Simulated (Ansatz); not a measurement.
B(NH3)H3 (BNH₆). Total charge 0; singlet. Geometry r2SCAN-D4/def2-TZVP.

Cartesian coordinates in Å:
```
B -0.549 -0.615 0.181
N 0.525 0.587 -0.172
H 0.545 1.286 0.565
H 0.276 1.056 -1.039
H 1.465 0.217 -0.277
H -0.487 -1.377 -0.758
H -1.620 -0.059 0.282
H -0.154 -1.094 1.220
```

Problem. Estimate the orbital energies around the gap (eV) in Ansatz with PBE-D4/def2-TZVP, r2SCAN-D4/def2-TZVP, r2SCAN-D4/def2-TZVPD, B97M-V/def2-TZVP, CAM-B3LYP-D4/def2-TZVP.

Solution. 
| orbital | PBE-D4/def2-TZVP | r2SCAN-D4/def2-TZVP | r2SCAN-D4/def2-TZVPD | B97M-V/def2-TZVP | CAM-B3LYP-D4/def2-TZVP |
| --- | --- | --- | --- | --- | --- |
| HOMO−5 | -13.67 | -14.11 | -14.10 | -14.25 | -16.95 |
| HOMO−4 | -13.67 | -14.11 | -14.10 | -14.25 | -16.95 |
| HOMO−3 | -12.52 | -13.08 | -13.08 | -13.19 | -16.08 |
| HOMO−2 | -8.52 | -8.91 | -8.92 | -9.06 | -11.57 |
| HOMO−1 | -6.43 | -6.73 | -6.75 | -6.82 | -9.30 |
| HOMO | -6.43 | -6.73 | -6.75 | -6.82 | -9.30 |
| LUMO | -0.86 | -0.03 | -0.43 | -0.65 | 0.72 |
| LUMO+1 | 1.04 | 2.02 | 1.65 | 1.35 | 2.63 |
| LUMO+2 | 1.04 | 2.02 | 1.65 | 1.35 | 2.63 |
| LUMO+3 | 2.12 | 2.99 | 1.75 | 2.28 | 3.45 |
| LUMO+4 | 2.78 | 3.63 | 2.92 | 3.01 | 4.26 |
| LUMO+5 | 3.45 | 4.49 | 2.92 | 3.65 | 4.81 |
